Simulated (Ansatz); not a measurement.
**What each rung costs, and what it gives**

Saddle point of CH8Si, closed shell (SiH₄ + CH₄ → CH₆Si ([CH3][SiH3]) + H₂; bonds formed: Si1–C7, H2–H6; bonds broken: Si1–H2, H6–C7), PBE0-D4/def2-TZVP structure:

```
atom    x (Å)    y (Å)    z (Å)
 Si1  -0.2382  -0.7842  -0.6017
  H2   0.3587   0.4913  -1.5739
  H3   0.8920  -1.5998  -1.1198
  H4  -0.6814  -1.5854   0.6098
  H5  -1.4985  -0.6803  -1.3838
  H6   0.3385   0.7421  -0.4625
  C7   0.1903   0.7385   0.8876
  H8   0.8539   0.1336   1.5051
  H9  -0.8104   0.7868   1.3157
 H10   0.5952   1.7574   0.8236
```

Barriers are electronic and count from the start structure reached by relaxing down the imaginary mode.

Computed with Ansatz 0.2.0 (basis: as named in each row); correlated methods freeze the cores. B3LYP uses VWN-RPA correlation. Extrapolation: Hartree–Fock as exp(−7.88 √X), correlation as X^−2.97.

Times are rough, for one single point on 2 threads of a shared host (Arm Neoverse V2).

The estimate by CCSD(T) at an estimated basis limit (MP2 extrapolated from triple and quadruple zeta, plus CCSD(T) − MP2 in triple zeta) is 3.503 eV.

```tsv
method	basis	time (s)	barrier (eV)	method less estimate
HF	STO-3G	under 1	7.301	3.798
PBE-D4	STO-3G	under 1	5.258	1.755
SPW92	def2-SVP	under 1	2.782	-0.721
B3LYP-D4	6-31G	under 1	4.319	0.816
PBE-D4	def2-SVP	under 1	3.131	-0.371
PBE0-D4	def2-SVP	under 1	3.332	-0.171
SPW92	def2-TZVPP	under 1	2.719	-0.784
CCSD(T)	def2-SVP	1	3.813	0.310
BLYP-D4	def2-TZVPP	2	3.350	-0.152
PBE-D4	def2-TZVPP	2	3.073	-0.430
B3LYP-D4	def2-TZVPP	2	3.471	-0.032
BHLYP-D4	def2-TZVPP	2	3.691	0.188
PBE0-D4	def2-TZVPP	2	3.248	-0.254
CAM-B3LYP-D4	def2-TZVPP	2	3.549	0.047
wB97M-V	def2-SVP	3	3.502	0.000
RPA on PBE	def2-TZVPP	3	3.569	0.066
r2SCAN-D4	def2-TZVPP	3	3.230	-0.273
B2PLYP	def2-TZVPP	3	3.569	0.066
PBE-QIDH	def2-TZVPP	3	3.429	-0.074
r2SCAN0-D4	def2-TZVPP	4	3.350	-0.153
wB97X-V	def2-TZVPP	6	3.507	0.004
wB97M-V	def2-TZVPP	6	3.448	-0.055
B97M-V	def2-TZVPP	7	3.305	-0.198
MP2	def2-QZVPP	14	3.475	-0.027
CCSD(T)	def2-TZVPP	23	3.561	0.058
```

All methods are single points on the PBE0-D4 structures.

T1 diagnostic: at most 0.011.

Labels in which every atom is bracketed show which atoms are joined, not bond orders.
